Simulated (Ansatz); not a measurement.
Cost and result for the atomization energy of `CC(C)=C(C)C` (18 atoms, 17 bonds).

```xyz
18

C    -1.649   -0.930    0.388
C    -0.278   -0.331    0.511
C     0.453   -0.489    1.814
C     0.279    0.329   -0.512
C     1.650    0.930   -0.388
C    -0.452    0.489   -1.814
H    -1.949   -1.442    1.303
H    -1.703   -1.658   -0.430
H    -2.407   -0.169    0.172
H     0.704    0.479    2.259
H     1.400   -1.025    1.686
H    -0.141   -1.042    2.543
H     1.696    1.673    0.416
H     2.405    0.173   -0.151
H     1.957    1.424   -1.310
H     0.145    1.034   -2.547
H    -1.395    1.034   -1.686
H    -0.714   -0.478   -2.256
```

Charge 0, multiplicity 1. The structure was optimised at the PBE0-D4/def2-TZVP level. Program: Ansatz. All runs use 2 threads of an AMD EPYC 7R13 on a shared host and a share of an NVIDIA H100 80 GB. Times are those of one run each, without the atoms' runs, and a repeat can differ threefold. Electronic energies, without spin–orbit coupling; frozen cores. CCSD(T)/CBS adds CCSD(T) − MP2 in def2-TZVPP to the MP2 limit, and its time is that of the two runs behind it. T1 = 0.009; the RHF reference is unstable towards UHF. HSE06 is the plane-wave form, built on full-range PBE exchange.

CCSD(T)/CBS is a level of theory with its own doubt, some kJ/mol a heavy atom from the limit and from the frozen cores, so smaller differences don't rank the functionals.

```
                             level  functions  wall time
            LDA (SPW92)/def2-TZVPP        354      2.1 s
                PBE0-D4/def2-TZVPP        354      2.3 s
                  CCSD(T)/def2-SVP        144      3.1 s
               BHLYP-D4/def2-TZVPP        354      3.2 s
               HSE06-D4/def2-TZVPP        354      3.7 s
r2SCAN-D4/def2-TZVPP (with forces)        354      3.8 s
                 B97M-V/def2-TZVPP        354      3.9 s
                 B2PLYP/def2-TZVPP        354      4.4 s
           CAM-B3LYP-D4/def2-TZVPP        354      4.4 s
  ωB97M-V/def2-TZVPP (with forces)        354      7.5 s
                    MP2/def2-QZVPP        702        8 s
                CCSD(T)/def2-TZVPP        354       14 s
                 CCSD(T)/CBS(def2)          –       22 s
```

Task: What atomization energy does each give, and how far from CCSD(T)/CBS? (Estimate.)

Result: Ansatz gave: 
| level | atomization (kJ/mol) | difference from CCSD(T)/CBS | per bond |
| --- | --- | --- | --- |
| LDA (SPW92)/def2-TZVPP | 8276.2 | 980.4 | 57.7 |
| PBE0-D4/def2-TZVPP | 7362.9 | 67.1 | 3.9 |
| CCSD(T)/def2-SVP | 7046.9 | -248.9 | -14.6 |
| BHLYP-D4/def2-TZVPP | 7151.6 | -144.2 | -8.5 |
| HSE06-D4/def2-TZVPP | 7367.0 | 71.2 | 4.2 |
| r2SCAN-D4/def2-TZVPP (with forces) | 7321.8 | 26.0 | 1.5 |
| B97M-V/def2-TZVPP | 7319.8 | 24.0 | 1.4 |
| B2PLYP/def2-TZVPP | 7238.0 | -57.8 | -3.4 |
| CAM-B3LYP-D4/def2-TZVPP | 7338.2 | 42.4 | 2.5 |
| ωB97M-V/def2-TZVPP (with forces) | 7319.9 | 24.1 | 1.4 |
| MP2/def2-QZVPP | 7306.5 | 10.7 | 0.6 |
| CCSD(T)/def2-TZVPP | 7148.0 | -147.8 | -8.7 |
| CCSD(T)/CBS(def2) | 7295.8 | 0.0 | 0.0 |

At CCSD(T), def2-SVP lies −248.9 kJ/mol from the extrapolated value and def2-TZVPP −147.8 kJ/mol: correlation converges slowly with the basis, and small sets miss more of it in the bonded molecule than in its fragments. From PBE to PBE0 (25 % exact exchange), in def2-TZVPP and without D4, the atomization energy moves by −79.4 kJ/mol: exact exchange takes away binding that semilocal exchange gives to molecules. Leaving LDA and LC-ωPBE aside and taking each functional with its dispersion term where it has one, the values, not all of them listed here, spread over 296.5 kJ/mol, from BHLYP-D4 to PBE-D4. LDA lies +864.9 kJ/mol from PBE without D4, its usual overbinding.
